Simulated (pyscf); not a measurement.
Four-centre exchange: HO–B(F)–F (SMILES OB(F)F) + HCl (SMILES Cl) -> HO–B(F)–Cl (SMILES OB(F)Cl) + HF (SMILES F)

Gas phase, singlet surface, charge 0. Bonds broken: B2–F3, Cl6–H7. Bonds formed: B2–Cl6, F3–H7. PySCF, gas phase, ωB97X-D3(BJ)/def2-SVP geometries. Correlated levels are frozen-core, on RHF or UHF. ΔMP2 is the change of the MP2 total energy from the triple- to the quadruple-zeta basis.

Transition state (Å):

```xyz
7

O      0.6932    -0.4046    -0.6508
B     -0.5411    -0.1382    -0.1601
F     -1.4397    -1.4161    -0.2605
F     -1.2511     0.9421    -0.4920
H      1.1258     0.3710    -1.0232
Cl    -0.6717    -0.3957     1.8850
H     -1.3906    -1.3843     0.8616
```

One imaginary mode, 842i cm⁻¹; descent along it reached the two sides named.

```tsv
bond	change	reactant side (Å)	saddle	product side
B2–F3	breaks	1.333	1.566	2.567
Cl6–H7	breaks	1.286	1.594	2.417
B2–Cl6	forms	3.2	2.065	1.778
F3–H7	forms	2.238	1.124	0.929
```

Electronic energies relative to the separated reactants (kcal/mol):

```tsv
level	barrier	reaction energy	reverse barrier
ωB97X-D3(BJ)/def2-TZVP	31.5	+14.8	16.7
PBE/def2-TZVP	26.1	+14.6	11.6
r²SCAN/def2-TZVP	27.7	+16.0	11.7
B3LYP-D3(BJ)/def2-TZVP	32.4	+16.3	16.2
PBE0-D3(BJ)/def2-TZVP	28.6	+14.7	13.9
M06-2X/def2-TZVP	31.3	+16.8	14.5
ωB97M-D3(BJ)/def2-TZVP	31.6	+15.9	15.7
HF/def2-TZVP	51.4	+20.0	31.5
MP2/def2-QZVPP	31.6	+13.4	18.2
CCSD/def2-TZVPP	37.3	+16.1	21.2
CCSD(T)/def2-TZVPP	34.1	+15.4	18.7
CCSD(T)/def2-TZVPP + ΔMP2(QZVPP)	34.0	+14.8	19.2
```

With CCSD(T)/def2-TZVPP + ΔMP2(QZVPP) energies and thermal terms (ideal gas, 1 atm, RRHO with modes under 100 cm⁻¹ raised to 100, one conformer, R ln 2 for chiral ones without a mode under 150 cm⁻¹), in kcal/mol:

| T (K) | ΔH‡ | ΔG‡ | ΔH | ΔG |
|---|---|---|---|---|
| 298 | 32.7 | 42.7 | +15.5 | +15.7 |
| 600 | 32.8 | 52.8 | +15.8 | +15.7 |
| 900 | 33.3 | 62.7 | +15.9 | +15.6 |
| 1200 | 33.8 | 72.4 | +15.9 | +15.5 |

The same reactants have a lower exit, to H₂O + F–B(F)–Cl (barrier +21.1 kcal/mol at ωB97M-D3(BJ)/def2-TZVP, against +31.6 kcal/mol here). This is the saddle that the search found; another between the same sides may lie lower. The CCSD(T) − MP2 part came from Ansatz, without density fitting, on the same reference.
